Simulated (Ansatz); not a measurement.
System: 2H MoTe2. Method: PBE (Ansatz, an electronic-structure program, plane waves, PAW).

Numerical settings: plane-wave cutoff 520 eV, 12×12×4 k mesh (along the axes of the cell as run), perturbation theory, no spin polarisation, scalar-relativistic PAW data made under PBE.

The cell has the measured lattice parameters. Conventional cell: a = 3.5180 Å, b = 3.5180 Å, c = 13.9740 Å, α = 90.00°, β = 90.00°, γ = 120.00°.

```cif
data_Mo2Te4
_chemical_formula_sum 'Te4 Mo2'
_space_group_name_H-M_alt 'P63/mmc'
_space_group_IT_number 194
_space_group_name_Hall '-P 6c 2c'
_cell_length_a 3.51800
_cell_length_b 3.51800
_cell_length_c 13.97400
_cell_angle_alpha 90.000
_cell_angle_beta 90.000
_cell_angle_gamma 120.000
loop_
_atom_site_label
_atom_site_type_symbol
_atom_site_symmetry_multiplicity
_atom_site_Wyckoff_symbol
_atom_site_fract_x
_atom_site_fract_y
_atom_site_fract_z
_atom_site_occupancy
Te1 Te 4 f 0.66667 0.33333 0.12012 1
Mo1 Mo 2 c 0.33333 0.66667 0.25000 1
```

Harmonic phonon frequencies (cm⁻¹; i marks an imaginary mode; at Γ without the LO shift):

```tsv
q point	frequencies
Γ	0 0 0 26 26 39 115 115 117 117 169 173 232 232 232 232 282 287
M	75 80 97 101 103 111 129 132 147 153 162 164 229 230 238 238 253 253
K	66 66 107 107 114 118 144 144 147 150 151 151 220 220 248 248 250 252
```

No imaginary mode appears at these points.

Note: the cell isn't this level's own, so it is under some stress, which shifts stiffness and frequencies.
